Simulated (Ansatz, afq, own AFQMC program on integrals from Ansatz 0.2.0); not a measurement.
**AlO⁺, triplet in 6-31G, levels against full CI**

```yaml
atoms:
  - { symbol: Al, position_ang: [0.0000, 0.0000, 0.0000] }
  - { symbol: O, position_ang: [0.0000, 0.0000, 1.4180] }
```

Basis 6-31G. Only valence electrons are correlated. AFQMC by an in-house program on the Cholesky factors that Ansatz 0.2.0 writes for its CCSD(T) run. The CISD trial takes its coefficients from CCSD amplitudes. Released means that phaseless walkers are propagated on without the constraint, phases kept. Error bars are statistical, one sigma.

Determinant: UHF, the one that the program's search chose, which needn't be the lowest solution. The geometry is a point of a scan.

Full CI on the same integrals is exact in this basis and with this determinant's frozen core.

Cautions: lower spins were not checked.

```
T1 diagnostic                               : 0.0253
weight of the determinant in the CISD state : 0.947
⟨S²⟩ of the determinant                     : 2.004
size of the correlated space                : 8 electrons in 16 orbitals
```

Reference: full CI, correlation energy -2.908 eV. The released energy is read at 2.40 1/Eh (meV from the phaseless value at times in 1/Eh: -1.2 ± 1.6 at 0.24, -4.9 ± 2.0 at 0.51, -11 ± 7 at 0.99, -8 ± 3 at 1.62, -10 ± 3 at 2.40).

```tsv
level	E − E(reference) (meV)	share of correlation (%)
HF	2908.3	0.00
MP2	324.3	88.85
CCSD	81.8	97.19
CCSD(T)	16.4	99.44
CCSDT	3.7	99.87
CCSDT(Q)	-2.0	100.07
CCSDTQ	-0.4	100.01
ph-AFQMC/CISD	8.1 ± 2.6	99.72
released AFQMC	-1.9 ± 2.7	100.07
```

CCSDT and higher add their correlation energy to the determinant of the CCSD(T) run, since their own runs factorise the integrals more tightly (a shift of under 2 meV). A walk keeps the symmetry of its determinant, which the program's search chose and which needn't be the lowest solution, so a lower state of the same spin and another symmetry isn't excluded. Released energies are given only where the last usable release times agree within the noise; a slower fall can still hide under it.
